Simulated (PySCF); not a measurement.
## `C1C(OC=C)C1`, C$_{5}$H$_{8}$O

Geometry:
```json
{"atom": "C1", "x (Å)": "2.000", "y (Å)": "0.824", "z (Å)": "-1.975"}
{"atom": "C2", "x (Å)": "0.797", "y (Å)": "0.507", "z (Å)": "-1.520"}
{"atom": "O3", "x (Å)": "0.494", "y (Å)": "0.584", "z (Å)": "-0.199"}
{"atom": "C4", "x (Å)": "-0.773", "y (Å)": "0.218", "z (Å)": "0.249"}
{"atom": "C5", "x (Å)": "-2.042", "y (Å)": "0.640", "z (Å)": "-0.429"}
{"atom": "C6", "x (Å)": "-1.652", "y (Å)": "-0.814", "z (Å)": "-0.387"}
{"atom": "H7", "x (Å)": "2.225", "y (Å)": "0.765", "z (Å)": "-3.022"}
{"atom": "H8", "x (Å)": "2.779", "y (Å)": "1.147", "z (Å)": "-1.310"}
{"atom": "H9", "x (Å)": "0.011", "y (Å)": "0.187", "z (Å)": "-2.192"}
{"atom": "H10", "x (Å)": "-0.744", "y (Å)": "0.255", "z (Å)": "1.332"}
{"atom": "H11", "x (Å)": "-1.962", "y (Å)": "1.159", "z (Å)": "-1.372"}
{"atom": "H12", "x (Å)": "-2.865", "y (Å)": "0.977", "z (Å)": "0.182"}
{"atom": "H13", "x (Å)": "-1.329", "y (Å)": "-1.288", "z (Å)": "-1.301"}
{"atom": "H14", "x (Å)": "-2.198", "y (Å)": "-1.475", "z (Å)": "0.268"}
```

The calculation used PySCF 2.14.0, GIAO B3LYP/pcSseg-1 magnetisability, rotational g tensor and spin-rotation constants, non-relativistic, gas phase. Geometry: GFN2-xTB, dihedral held. The dihedral C5–C4–O3–C2 is held at 315°.

Question: What are the magnetisability and the molar susceptibility?

Answer: Isotropic -1011 × 10⁻³⁰ J/T², or -60.9 × 10⁻⁶ cm³/mol; principal values -1129, -1021, -883 × 10⁻³⁰ J/T², anisotropy 213 × 10⁻³⁰ J/T² (root of half the summed squared differences of the principal values). The susceptibility is in cgs units.

Question: Split it along the inertial axes a, b, c into diamagnetic and paramagnetic parts about the centre of mass, with the quadrupole moment.

Answer: 
```tsv
axis	χ (10⁻⁶ cm³/mol)	diamagnetic (10⁻⁶ cm³/mol)	paramagnetic (10⁻⁶ cm³/mol)	summed x² of all electrons (Å²)	quadrupole Θ (D Å)
a	-66.6	-204.7	138.1	134.6	+2.34
b	-54.5	-661.8	607.3	26.9	+0.96
c	-61.5	-685.4	623.8	21.3	-3.30
```
Anisotropies 2χaa − χbb − χcc = -17.2 and 2χbb − χaa − χcc = +19.2 × 10⁻⁶ cm³/mol. Θ is traceless in Buckingham's convention.

Question: And the rotational g tensor?

Answer: 
```csv
axis,rotational constant (GHz),g,nuclear part,electronic part
a,10.1702,-0.0006,0.6592,-0.6598
b,2.1305,-0.0114,0.5964,-0.6079
c,2.0470,-0.0018,0.5981,-0.5999
```
Asymmetric top; isotopes 12C, 1H, 16O; no vibrational averaging.
